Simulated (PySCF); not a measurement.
Species: SiH2Me(SiH3), CH₈Si₂.
SMILES: `[H][Si]([H])(C)[SiH3]`

A linear-response calculation (PySCF, def2-SVPD basis, gas phase, vertical, core orbitals frozen in the response) gave these numbers; the functional is withheld.

Orbital energies (eV): HOMO-3 -11.81, HOMO-2 -11.14, HOMO-1 -11.06, HOMO -9.84, LUMO 1.78, LUMO+1 2.11, LUMO+2 2.28.

```
state  E (eV)       f  main configurations (H = HOMO, L = LUMO)
   S1    7.20   0.035                                 H→L (82%)
   S2    7.46   0.028                               H→L+2 (91%)
   S3    7.74  0.0031                  H→L+1 (64%), H→L+3 (22%)
   S4    8.09   0.480                  H→L+3 (60%), H→L+1 (24%)
   S5    8.20  0.0052                               H→L+4 (89%)
   S6    8.41   0.015                               H-2→L (80%)
```

Triplets, Tamm–Dancoff:

```
state  E (eV)  λ (nm)  main configurations (H = HOMO, L = LUMO)
   T1    6.41   193.3                     H→L (67%), H→L+3 (9%)
   T2    6.53   190.0                               H→L+2 (88%)
   T3    7.21   171.9                               H→L+3 (68%)
   T4    7.44   166.6                               H→L+1 (76%)
```

Vertical ionisation energy by ΔSCF with the same functional: 10.12 eV. Mean static polarisability: 73.4 au.

**Question.** Name the functional.
A. HF
B. PBE0
C. PBE
D. wB97X-D

**Answer.** D. wB97X-D is range-separated, 22% exact exchange at short range and 100% at long range (ω = 0.2 bohr⁻¹). In this run −ε(HOMO) = 9.84 eV differs from the ΔSCF value by -0.28 eV, and S1 differs from the orbital gap of 11.62 eV by -4.42 eV. The ratio −ε(HOMO)/IP is 0.97. Usual ranges for neutral molecules in this basis: 0.89 to 0.99 with wB97X-D, 0.5 to 0.7 with PBE, 0.7 to 0.83 with PBE0; Hartree–Fock can't fall below 1, since the ion's relaxation only lowers the ΔSCF value. The other options: PBE, a GGA without exact exchange; HF, time-dependent Hartree–Fock, 100% exact exchange; PBE0, a global hybrid with 25% exact exchange.

Computed, not measured: TDDFT wB97X-D/def2-SVPD, vertical, gas phase, core orbitals frozen in the response (PySCF 2.14.0, density-fitted response routines). Geometry: PBE0-D3(BJ)/def2-SVP; no solvent, vibrations or thermal averaging.

On an x86-64 server with one thread, on a shared host, this took 16 s wall.
